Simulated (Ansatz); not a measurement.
A calculation with Ansatz (development build ahead of 0.2.0).

```yaml
crystal:
  periodic: [false, false, false]
  atoms:
    - { symbol: "N", position_ang: [0.0, 0.0, 0.0] }
    - { symbol: Al, position_ang: [0.0, 0.0, 5.516] }
    - { symbol: "N", position_ang: [0.0, 3.8405, -1.0291] }
basis:
  gaussian: { orbitals: pcseg-2 }
magnetization:
  initial_magnetization: 1
hamiltonian:
  xc: { name: wB97X }
```

The input is written out in the form of the current development build from the run's settings.

Output:

```yaml
Converged: yes
Total_energy: -351.26597 hartree
Spin_squared_of_the_determinant: 0.750
Stability_test: minimum among restricted orbitals
```

Caution: stretched shape with no unrestricted run beside it, a lower state can exist; charge can spread falsely over distant fragments.
